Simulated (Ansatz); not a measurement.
Program: Ansatz. Geometries: PBE0-D4/def2-TZVP. ΔE: electronic, gas phase. CBS: def2 TZ/QZ extrapolation, frozen cores. Functionals use def2-TZVPP.

Consider the silylene loss: `F[SiH3]` → H–F + `[SiH2]`.

| level | ΔE (kJ/mol) | difference from CCSD(T)/CBS |
| --- | --- | --- |
| LDA (SPW92) | 379.6 | 14.5 |
| r2SCAN | 384.0 | 18.9 |
| r2SCAN0 | 384.4 | 19.3 |
| CAM-B3LYP | 372.3 | 7.2 |
| LC-ωPBE | 380.1 | 15.0 |
| HF/def2-SVP | 352.2 | -12.9 |
| MP2/def2-TZVPP | 375.6 | 10.5 |
| CCSD/cc-pV(T+d)Z | 354.8 | -10.3 |
| CCSD/cc-pV(Q+d)Z | 363.7 | -1.4 |
| CCSD(T)/cc-pV(Q+d)Z | 364.6 | -0.5 |
| CCSD(T)/CBS | 365.1 | 0 |

Largest T1 diagnostic among the species: 0.014.

At CCSD(T), def2-SVP lies −22.9 kJ/mol from the extrapolated value and def2-TZVPP −9.7 kJ/mol. The D4 term adds +3.5 kJ/mol with B3LYP and +1.8 kJ/mol with PBE0; it sums over pairs of atoms, weighted by their polarisabilities, and B3LYP, whose exchange is more repulsive, gets the larger term.

B3LYP here is the variant with VWN-RPA as its local correlation; programs differ in this.
